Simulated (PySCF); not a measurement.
isobutene cation (C₄H₈), SMILES C=C(C)C (connectivity only; charge and spin as stated), charge +1, multiplicity 2. Atoms are numbered in the order given.

```xyz
12

C     -1.2698     0.0187    -0.6705
C      0.0000     0.0000     0.0566
C      1.2698    -0.0187    -0.6705
C      0.0000     0.0000     1.4795
H     -1.1818     0.4805    -1.6651
H     -1.5194    -1.0509    -0.8661
H     -2.1077     0.4347    -0.0946
H      1.5194     1.0509    -0.8661
H      2.1077    -0.4347    -0.0946
H      1.1818    -0.4805    -1.6651
H      0.9400     0.0313     2.0405
H     -0.9400    -0.0313     2.0405
```
Charge +1, spin multiplicity 2.

Geometry optimised at PBE0-D3(BJ)/def2-SVP. The multiplicity is an assumed one; other spin states were not compared.

Level of theory: B3LYP/pcH-1 in PySCF.

Unrestricted Kohn–Sham, ⟨S²⟩ = 0.752. Hyperfine tensors hold the contact and dipolar terms, without spin-orbit corrections.

Estimate the hyperfine couplings. (An estimate is asked for; the answer gives what the named calculation found.)


| nucleus | A(iso) (MHz) | A(iso) (G) | dipolar principal values (MHz) |
|---|---|---|---|
| 13C no. 1 | -9.7 | -3.5 | -4.7, -2.0, 6.7 |
| 13C no. 2 | 2.3 | 0.8 | -23.4, -19.2, 42.6 |
| 13C no. 3 | -9.7 | -3.5 | -4.7, -2.0, 6.7 |
| 13C no. 4 | 52.5 | 18.7 | -56.4, -55.2, 111.6 |
| 1H no. 5 | 23.9 | 8.5 | -3.3, -2.7, 6.0 |
| 1H no. 6 | 125.1 | 44.6 | -5.2, -1.7, 6.9 |
| 1H no. 7 | 17.3 | 6.2 | -4.3, -1.4, 5.7 |
| 1H no. 8 | 125.1 | 44.6 | -5.2, -1.7, 6.9 |
| 1H no. 9 | 17.3 | 6.2 | -4.3, -1.4, 5.7 |
| 1H no. 10 | 23.9 | 8.5 | -3.3, -2.7, 6.0 |
| 1H no. 11 | -44.7 | -15.9 | -25.3, -4.6, 30.0 |
| 1H no. 12 | -44.7 | -15.9 | -25.3, -4.6, 30.0 |
